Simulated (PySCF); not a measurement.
Fill in the blanks.

Species: HPO.
Atom-mapped SMILES: `[O:1]=[PH:2]` (hydrogens: H3 on P2)

```json
{"property": "point group of the GFN2-xTB geometry", "level": "GFN2-xTB", "value": "?"}
{"property": "rotational constants A, B, C of the GFN2-xTB geometry", "level": "GFN2-xTB", "value": "259.851, 21.862, 20.165 GHz"}
{"property": "dipole moment", "level": "PBE0/pcSseg-1", "value": "?"}
{"property": "HOMO energy", "level": "PBE0/pcSseg-1", "value": "-7.43 eV"}
{"property": "LUMO energy", "level": "PBE0/pcSseg-1", "value": "-3.09 eV"}
{"property": "1H chemical shifts (computed TMS as zero) by class", "level": "GIAO PBE0/pcSseg-1", "value": "?"}
{"property": "isotropic shieldings of nuclei other than C and H, by class", "level": "GIAO PBE0/pcSseg-1", "value": "-774 (O1), -396 (P2) ppm"}
```

Gas-phase values; electronic properties from PySCF, density fitting. Isolated species at its GFN2-xTB geometry, gas phase.

**Question.** Give the dipole moment.

**Answer.** 2.27 D.

**Question.** What is the point group of the GFN2-xTB geometry?

**Answer.** Cs.

**Question.** Give the 1H chemical shifts (computed TMS as zero) by class.

**Answer.** 13.20 (H3) ppm.

With B = h/(8π²I), that is 505.379 GHz u Å² over I, the principal moments of inertia are 1.94, 23.1 and 25.1 u Å² (most abundant isotopes). The rotational constants make it an asymmetric top with κ = (2B − A − C)/(A − C) = -0.99, nearer the prolate limit (−1). In atomic units the dipole is 0.89 e·bohr (1 au = 2.5417 D).
